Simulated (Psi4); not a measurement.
Psi4 input (wB97X-D/6-311+G**):

```
memory 1500 MB

molecule {
0 2
Al   -0.00224844    0.48080362    0.00489246
F     1.43233011   -0.34050959   -0.00814095
F    -1.42908236   -0.35398453    0.00107407
symmetry c1
no_reorient
no_com
}

set {
  basis 6-311+G**
  reference uks
  scf_type pk
  dft_radial_points 99
  dft_spherical_points 590
  e_convergence 1e-8
  d_convergence 1e-7
  maxiter 150
}

e = energy('wb97x-d')
print_out(f'\nFINAL {e:.10f} DIPOLE {variable("CURRENT DIPOLE")[0]:.6f} {variable("CURRENT DIPOLE")[1]:.6f} {variable("CURRENT DIPOLE")[2]:.6f}\n')
```

From the last part of the output:

```
  HONO-1 :   15  A 1.9997557
  HONO-0 :   16  A 1.0000000
  LUNO+0 :   17  A 0.0002443
  LUNO+1 :   18  A 0.0001072
  LUNO+2 :   19  A 0.0000526
  LUNO+3 :   20  A 0.0000170

Computation Completed

Properties will be evaluated at   0.000000,   0.000000,   0.000000 [a0]

Properties computed using the SCF density matrix

 Multipole Moments:

 ------------------------------------------------------------------------------------
     Multipole            Electronic (a.u.)      Nuclear  (a.u.)        Total (a.u.)
 ------------------------------------------------------------------------------------

 L = 1.  Multiply by 2.5417464519 to convert [e a0] to [Debye]
 Dipole X            :         -0.0037963            0.0000001           -0.0037962
 Dipole Y            :          0.8119802           -0.0000000            0.8119802
 Dipole Z            :          0.0082623            0.0000001            0.0082624
 Magnitude           :                                                    0.8120311

 ------------------------------------------------------------------------------------

FINAL -442.2210269612 DIPOLE -0.003796 0.811980 0.008262

*** Psi4 exiting successfully. Buy a developer a beer!
```
